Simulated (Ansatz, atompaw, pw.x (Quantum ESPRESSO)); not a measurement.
W (Z = 74): one change to the PAW (atompaw) potential, in the atom and in the bcc crystal

atompaw 4.2.0.5 input, output lines left out:

```
W 74
GGA-PBESOL scalarrelativistic loggrid 2001 logderivrange -2 5 176
6 6 5 4 0 0
6 0 1.5
6 1 0
5 2 4.5
0 0 0
c
c
c
c
c
v
c
c
c
c
v
c
c
v
c
2
3.00 2.45 2.70 2.05
y
2.7
n
y
0.45
n
y
0.35
n
custom rrkj gramschmidtortho sinc
3 1 troulliermartins
2.45
3.00
3.00
3.00
3.00
3.00
```

Change: core correction smooth core density matched at 2.50 bohr.

Cutoffs, loose and tight: the cutoffs (Ry, on a coarse ladder) from which the occupation-weighted sum of valence levels, in a spherical-Bessel basis at the reference potential, stays within 10 and 1 mRy of its value at 400 Ry. They see the waves and projectors alone, not the compensation charge or the core.

Crystal test: bcc W in pw.x 7.5, no spin, 15³ k-points, Fermi–Dirac smearing 0.01 Ry, cutoffs set for each file from its atomic test. The reference is all-electron LAPW (Ansatz 0.2.0) with the same functional, mesh and smearing; V0 and B0 come from Birch–Murnaghan fits to the pressures at five volumes. Errors are pseudo minus all-electron; Δ is the rms difference of the E(V) curves that follow from these fits, minima aligned, over ±6 % about the mean V0. Mesh and smearing are coarse, so the numbers serve the comparison and aren't converged zero-temperature values; the lattice is a test structure that the element need not adopt.

All-electron: a0 = 3.155 Å (V0 = 15.70 Å³/atom), B0 = 321.1 GPa.

Question: Does the change bring the crystal closer to the all-electron result?

Answer: The mean pressure error goes from -5.24 to -4.40 GPa, so the change moves the solid closer to the all-electron pressures.

| quantity | base | changed |
| --- | --- | --- |
| outcome (atom) | generated | generated |
| cutoff, loose (atom) | 10 Ry | 10 Ry |
| cutoff, tight (atom) | 15 Ry | 15 Ry |
| bound ghosts (atom) | none | none |
| cutoffs in pw.x (Ry) | 40/400 | 40/400 |
| a0 (Å) | 3.138 | 3.141 |
| a0 error (%) | -0.53 | -0.45 |
| B0 error (%) | +7.2 | +7.4 |
| Δ (meV/atom) | 17.8 | 15.0 |
| mean pressure error (GPa) | -5.24 | -4.40 |

Base: The largest radius (3.00 bohr) exceeds half the bond length (2.58 bohr), so the spheres overlap, which is one possible source of error among others. This is a poor potential for the solid. Changed file: The largest radius (3.00 bohr) exceeds half the bond length (2.58 bohr), so the spheres overlap, which is one possible source of error among others. The atomic cutoffs weigh occupied waves only.
